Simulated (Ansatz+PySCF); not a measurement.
A calculation with PySCF 2.14.0.

```python
from pyscf import gto, scf

mol = gto.M(atom="""
C 0.000000 0.000000 -1.208880
Cl 0.000000 0.000000 0.708460
H 0.000000 -1.119540 -1.596870
H -0.969550 0.559770 -1.596870
H 0.969550 0.559770 -1.596870
""", basis='def2-svp', charge=0, spin=0)
mf = scf.UHF(mol)
mf.kernel()
print(mf.converged, mf.e_tot, mf.spin_square()[0])
```

The script is written out from the run's settings.

Results

```yaml
Converged: yes
Total_energy: -498.91039 hartree
Spin_squared_of_the_determinant: 0.000
Cycles: 11
```
